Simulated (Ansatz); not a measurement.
A run of Ansatz (development build ahead of 0.2.0) on singlet OH(-) at this shape:

```
atom    x (Å)   y (Å)    z (Å)
   O  -0.0489  0.0012  -0.0986
   H   0.0257  0.0241   0.8362
```

Its results:

| Quantity | Value |
| --- | --- |
| Converged | yes |
| Total energy | -74.05067 hartree |
| Spin squared of the determinant | 0.000 |

(1) Which input gives this output? Name the method, the orbitals and the basis set, and write the input.

Results:

(1) RHF in STO-3G. An unrestricted run that stays on the closed shell gives the same numbers.

```yaml
crystal:
  periodic: [false, false, false]
  atoms:
    - { symbol: O, position_ang: [-0.04889, 0.00124, -0.09856] }
    - { symbol: H, position_ang: [0.02573, 0.02408, 0.83621] }
basis:
  gaussian: { orbitals: STO-3G }
total_charge: -1
hamiltonian:
  xc: hf
```

Caution: no diffuse functions for an anion.
